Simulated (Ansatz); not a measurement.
Cost and result for the atomization energy of CH₆OSi, SMILES `CO[SiH3]` (9 atoms, 8 bonds).

Z-matrix (Å, degrees):
```
C
O 1 1.408
H 1 1.091 2 108.3
H 1 1.096 2 111.5 3 119.2
H 1 1.096 2 111.5 3 -119.2
Si 2 1.642 1 122.4 3 -179.7
H 6 1.481 2 106.5 1 179.8
H 6 1.490 2 110.9 1 59.7
H 6 1.490 2 110.9 1 -60.1
```

Total charge 0; spin multiplicity 1. The structure was optimised at the PBE0-D4/def2-TZVP level. Program: Ansatz. All runs use 2 threads of a server CPU on a shared host. Times are those of one run each, without the atoms' runs, and a repeat can differ threefold. Electronic energies, without spin–orbit coupling; frozen cores. CCSD(T)/CBS adds CCSD(T) − MP2 in def2-TZVPP to the MP2 limit, and its time is that of the two runs behind it. T1 = 0.011.

CCSD(T)/CBS is a level of theory with its own doubt, some kJ/mol a heavy atom from the limit and from the frozen cores, so smaller differences don't rank the functionals.

```
                          level  functions  wall time
         LDA (SPW92)/def2-TZVPP        188      1.2 s
               CCSD(T)/def2-SVP         76      1.6 s
           revPBE-D4/def2-TZVPP        188      1.8 s
PBE-D4/def2-TZVPP (with forces)        188      2.4 s
            BHLYP-D4/def2-TZVPP        188      2.5 s
        CAM-B3LYP-D4/def2-TZVPP        188      2.8 s
              B2PLYP/def2-TZVPP        188      4.1 s
            PBE-QIDH/def2-TZVPP        188      4.3 s
          r2SCANh-D4/def2-TZVPP        188      4.5 s
              B97M-V/def2-TZVPP        188      8.5 s
                 MP2/def2-QZVPP        364       16 s
             CCSD(T)/def2-TZVPP        188       40 s
              CCSD(T)/CBS(def2)          –       56 s
```

Problem. What atomization energy does each give, and how far from CCSD(T)/CBS? (An estimate is asked.)

Solution. Computed: 
| level | atomization (kcal/mol) | difference from CCSD(T)/CBS | per bond |
| --- | --- | --- | --- |
| LDA (SPW92)/def2-TZVPP | 834.1 | 88.8 | 11.1 |
| CCSD(T)/def2-SVP | 700.4 | -44.9 | -5.6 |
| revPBE-D4/def2-TZVPP | 729.9 | -15.4 | -1.9 |
| PBE-D4/def2-TZVPP (with forces) | 744.5 | -0.8 | -0.1 |
| BHLYP-D4/def2-TZVPP | 727.6 | -17.7 | -2.2 |
| CAM-B3LYP-D4/def2-TZVPP | 747.9 | 2.6 | 0.3 |
| B2PLYP/def2-TZVPP | 736.2 | -9.1 | -1.1 |
| PBE-QIDH/def2-TZVPP | 734.1 | -11.2 | -1.4 |
| r2SCANh-D4/def2-TZVPP | 738.5 | -6.8 | -0.8 |
| B97M-V/def2-TZVPP | 743.6 | -1.7 | -0.2 |
| MP2/def2-QZVPP | 742.0 | -3.3 | -0.4 |
| CCSD(T)/def2-TZVPP | 727.0 | -18.3 | -2.3 |
| CCSD(T)/CBS(def2) | 745.3 | 0.0 | 0.0 |

Leaving LDA and LC-ωPBE aside and taking each functional with its dispersion term where it has one, the values spread over 20.3 kcal/mol, from BHLYP-D4 to CAM-B3LYP-D4. LDA lies +92.7 kcal/mol from PBE without D4, its usual overbinding. From PBE to PBE0 (25 % exact exchange), in def2-TZVPP and without D4, the atomization energy moves by −8.1 kcal/mol: exact exchange takes away binding that semilocal exchange gives to molecules. The D4 term adds +4.8 kcal/mol with B3LYP and +2.5 kcal/mol with PBE0; it sums over pairs of atoms, weighted by their polarisabilities, and B3LYP, whose exchange is more repulsive, gets the larger term.

B3LYP here is the variant with VWN-RPA as its local correlation; programs differ in this.
